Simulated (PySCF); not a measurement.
CHCl3, charge +1, multiplicity 2. Atoms are numbered in the order given.

```xyz
5

Cl    -1.4705     0.8490    -0.0585
C      0.0000     0.0000     0.2620
Cl     0.0000    -1.6980    -0.0585
Cl     1.4705     0.8490    -0.0585
H      0.0000     0.0000     1.4120
```
Charge +1, spin multiplicity 2.

Coordinates come from a PBE0-D3(BJ)/def2-SVP optimisation. The spin state was assumed, not searched.

Calculation: r2SCAN/def2-TZVPD (PySCF).

Mulliken values depend strongly on the basis, most of all with diffuse functions as here. ESP charges are fitted to the potential on shells at 1.4 to 2.0 van der Waals radii. Atomic charges (e):

```
atom  ESP fit  meta-Löwdin  Mulliken spin
----  -------  -----------  -------------
Cl1      0.34            …           0.28
C2      -0.34            …          -0.08
Cl3      0.35            …           0.28
Cl4      0.34            …           0.28
H5       0.31            …           0.24
```

**Question.** Fill in the missing entries. (Estimate from the structure and the level; the computed values follow.)

**Answer.** 
- Cl1, meta-Löwdin: 0.27
- C2, meta-Löwdin: -0.09
- Cl3, meta-Löwdin: 0.27
- Cl4, meta-Löwdin: 0.27
- H5, meta-Löwdin: 0.29
